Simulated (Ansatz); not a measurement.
Rock-salt HfN was calculated with r²SCAN0 (PAW; Ansatz, a program for electronic structure).

Settings: plane-wave cutoff 520 eV, 10×10×10 k mesh, Fermi–Dirac smearing 0.05 eV, scalar-relativistic PAW data made under PBE.

Equation-of-state points:

| V (Å³/atom) | E − E_lowest (meV/atom) | P (GPa) |
|---|---|---|
| 10.914 | 28.82 | 16.88 |
| 11.201 | 6.81 | 7.88 |
| 11.457 | 0.00 | 0.77 |
| 11.776 | 6.36 | -6.98 |
| 12.063 | 24.47 | -13.09 |

Task: Estimate the bulk modulus from the pressures at 11.201 and 11.776 Å³/atom, and compare it with a fit to all energies.

Result: B = −V dP/dV. Between V = 11.201 and 11.776 Å³/atom, dP/dV = (-6.98 − (7.88))/(11.776 − 11.201) = -25.8 GPa per Å³/atom; at the midpoint 11.489 Å³/atom this gives B ≈ 297 GPa. The third-order Birch–Murnaghan fit gives V0 = 11.487 Å³/atom, B0 = 296 GPa, B′ = 4.2, which lies within 1 % of that estimate.

Measured, for comparison: bulk modulus 260 GPa (room temperature, not corrected to a static lattice, our sources range from 260 to 306; as tabulated in Synthesis of Binary Transition Metal Nitrides, Carbides and Borides from the …); equilibrium volume per atom 11.57 Å³/atom (room temperature, not corrected to a static lattice; as tabulated in Seo, Lee, Wen, Petrov, Greene, Gall, J. Appl. Phys. 96, 878 (2004)). Computed (rounded) less measured: bulk modulus not scored (sources differ), equilibrium volume per atom -0.7 %. A static lattice is as a rule a little smaller and stiffer than an uncorrected measurement, which narrows the difference in the equilibrium volume per atom and would widen misses of the other sign.

Spin–orbit coupling is not included.

Cost on a shared machine: very roughly 50 core-minutes.
